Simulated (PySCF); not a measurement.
**SiPH4 (SMILES [SiH2]P): U-r2SCAN/STO-6G**

Aim: the energy change on altering one bond length of SiPH4 at U-r2SCAN/STO-6G, from 2 runs. Input form: a Python script.

Program for the calculation: PySCF 2.14.0.

10 further runs of the same task are left out: 1 that didn't finish, 9 set aside as unsound or not needed.

**1. Starting point**

SiPH4: 6 atoms, total charge 0, spin state doublet. SMILES: `[SiH2]P`. Geometry: relaxed at GFN2-xTB. This is one conformer, not always the lowest.

Bond lengths: Si1–P2 2.220 Å, Si1–H3 1.467 Å, Si1–H4 1.466 Å, P2–H5 1.384 Å, P2–H6 1.384 Å. Angles: Si1–P2–H5 96.4°, Si1–P2–H6 96.4°, P2–Si1–H3 109.7°, P2–Si1–H4 109.7°, H5–P2–H6 92.6°, H3–Si1–H4 109.1°.

**2. The energy at U-r2SCAN/STO-6G**

Contents of run.py:

```python
from pyscf import gto, dft

system = gto.M(
    atom='''
Si     0.127020    -0.986120    -0.104660
P     -0.338670     1.170000     0.142220
H     -0.300620    -1.724700     1.087920
H     -0.579260    -1.514310    -1.276300
H      0.434680     1.617150    -0.915300
H      0.656850     1.437980     1.066130
''',
    spin=1,
    max_memory=1860,
    verbose=3,
    basis='sto-6g',
)

myscf = dft.UKS(system)
myscf.xc = 'r2scan'
myscf.grids.level = 5
myscf.conv_tol = 1e-10
myscf.kernel()
if not myscf.converged:
    myscf = myscf.newton().run(myscf.mo_coeff, myscf.mo_occ)

etot = myscf.e_tot
print('Final energy', etot)
```

Run with:

```
$ OMP_NUM_THREADS=1 python run.py
```

The program printed:

```text
converged SCF energy = -630.875965909502  <S^2> = 0.75131995  2S+1 = 2.0013195
Final energy -630.8759659095023
```

Wall time 12 s (1 thread of Arm Neoverse V1, shared host); peak memory 0.23 GiB.

**3. The distorted shape at the same level**

Contents of start.xyz:

```xyz
6
H4PSi
Si     1.398306    -0.035391     2.004262
P      0.932616     2.120729     2.251142
H      0.970666    -0.773971     3.196842
H     -0.579260    -1.514310    -1.276300
H      1.705966     2.567879     1.193622
H      1.928136     2.388709     3.175052
```

Contents of run.py:

```python
from pyscf import gto, dft

mol = gto.M(
    atom='start.xyz',
    basis='sto-6g',
    charge=0,
    verbose=3,
    spin=1,
    max_memory=1860,
)

mf = dft.UKS(mol, xc='r2scan')
mf.conv_tol = 1e-10
mf.grids.level = 5
mf.kernel()
if not mf.converged:
    mf = mf.newton().run(mf.mo_coeff, mf.mo_occ)

etot = mf.e_tot
print('E(%s) = %.9f' % ('R2SCAN', etot))
```

Run with:

```
$ OMP_NUM_THREADS=1 python run.py
```

The program printed:

```text
WARN: HOMO -0.172973397918358 >= LUMO -0.172973397918359

converged SCF energy = -630.701575804069  <S^2> = 0.75016688  2S+1 = 2.0001669
E(R2SCAN) = -630.701575804
```

Run time: 21 s. Hardware: 1 thread of Arm Neoverse V1, shared host; peak memory 0.23 GiB.

**4. What came out**

Level: U-r2SCAN/STO-6G.

```
                                                          quantity          value
                                         first shape: total energy  -630.87597 Eh
                                        first shape: dipole moment         0.94 D
                   first shape: HOMO energy (highest over α and β)       -1.68 eV
                    first shape: LUMO energy (lowest over α and β)        0.84 eV
                                                 first shape: ⟨S²⟩          0.751
                                     distorted shape: total energy  -630.70158 Eh
                                    distorted shape: dipole moment         0.58 D
               distorted shape: HOMO energy (highest over α and β)       -1.31 eV
                distorted shape: LUMO energy (lowest over α and β)        0.53 eV
                                             distorted shape: ⟨S²⟩          0.750
energy change with the Si1–H4 bond stretched from 1.466 to 4.106 Å       4.745 eV
```

In words: With the Si1–H4 bond stretched from 1.466 to 4.106 Å the energy rises by 4.75 eV (458 kJ/mol). The first shape isn't relaxed at this level, so the change isn't measured from a minimum. The minimal basis adds a large error of its own. Mulliken charges (first shape) run from -0.14 on H3 to +0.30 on Si1. Mulliken charges (distorted shape) run from -0.18 on H3 to +0.25 on Si1.
